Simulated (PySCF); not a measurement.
Compound: C₄H₂.
SMILES with atom numbers: `[CH:1]#[C:2][C:3]#[CH:4]` (hydrogens: H5 on C1; H6 on C4)

Method: PBE0-D3(BJ)/def2-SVP geometry optimisation, gas phase in PySCF; density fitting, grid level 1; the optimiser is geomeTRIC in internal coordinates, started from a GFN2-xTB structure.

Geometry at step 0:
```
atom  x, y, z in Å
C1      0.1918    1.4979    1.1277
C2      0.0693    0.5409    0.4078
C3     -0.0687   -0.5403   -0.4061
C4     -0.1902   -1.4971   -1.1265
H5      0.2978    2.3310    1.7552
H6     -0.2968   -2.3305   -1.7533
```

Problem. What forces act on the atoms?

Solution. 
```csv
atom,Fx (eV/Å),Fy (eV/Å),Fz (eV/Å)
C1,0.021,0.161,0.120
C2,-0.061,-0.482,-0.364
C3,0.063,0.480,0.360
C4,-0.023,-0.155,-0.113
H5,0.115,0.898,0.676
H6,-0.114,-0.902,-0.680
```

The largest, 1.14 eV/Å, acts on H6 (H5 within 3 % of it); the rms over all components is 0.433 eV/Å. The forces sum to zero within rounding, as they must for an isolated molecule in no field.

Problem. Give the force on H6 in Eh/bohr and in nN.

Solution. 1.135 eV/Å ÷ 51.422 = 0.02208 Eh/bohr, and 1.135 eV/Å × 1.602 = 1.82 nN.

Problem. How far is this geometry from the end of the optimisation?

Solution. 0.049 eV above it, and 0.028 Å rms away after alignment. The bonds farthest from their final lengths, with half the difference of the two atoms' forces along the bond (positive lengthens):

```
 bond  now (Å)  final (Å)  force along bond (eV/Å)
C4–H6    1.048      1.074                    +0.47
C1–H5    1.048      1.074                    +0.46
C2–C3    1.360      1.373                    -0.61
C1≡C2    1.204      1.216                    +0.40
C3≡C4    1.204      1.216                    +0.40
```

Of the 5 listed bonds off by 0.010 Å or more, this force points towards the final length in 4.

The cost below is that of the whole optimisation. Hardware: one thread, AMD EPYC 9R45 (x86_64), shared host with 96 logical CPUs at a one-minute load of 50. Cost: 1.8 s, 0.32 GiB resident at most.
